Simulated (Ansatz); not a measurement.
B20 (FeSi-type) FeSi, treated with PBE-D4 (Ansatz, a quantum-chemistry and plane-wave program, plane waves, PAW).

Settings: plane-wave cutoff 520 eV, 8×8×8 k mesh, Fermi–Dirac smearing 0.01 eV, no spin polarisation, scalar-relativistic PAW data made under PBE.

Cell (relaxed at this level):

FeSi is taken in the cubic space group P2₁3 (No. 198), Pearson symbol cP8. Cell: a = 4.405 Å, b = 4.405 Å, c = 4.405 Å, α = 90.00°, β = 90.00°, γ = 90.00°. Fe on 4a has 4 Si at 2.258–2.293 Å and 3 Si at 2.469 Å and 6 Fe at 2.702 Å. Si on 4a sees 4 Fe at 2.258–2.293 Å and 3 Fe at 2.469 Å. (Neighbours: up to the widest gap in distance over summed covalent radii, below 1.35, at either atom; cation-cation and far metal-metal contacts left out.)

Question: What does this level give for the smallest direct gap on the k points sampled, Γ–Γ gap and bulk modulus B0?

Answer: 
* **smallest direct gap on the k points sampled**: 0.18 eV
* **Γ–Γ gap**: 0.75 eV
* **bulk modulus B0**: 238 GPa

Measured, for comparison: bulk modulus 178 GPa (room temperature, no zero-point or thermal correction, our sources range from 169 to 185; as tabulated in Study of the compressibility of FeSi, MnSi, and CoS2 (JETP Letters), abstract). Computed (rounded) less measured: bulk modulus +34 % (+29 % to +41 % over the range).

Note: the bulk modulus comes from volumes at which shape and atoms were relaxed.

Static lattice: no zero-point or thermal effects.
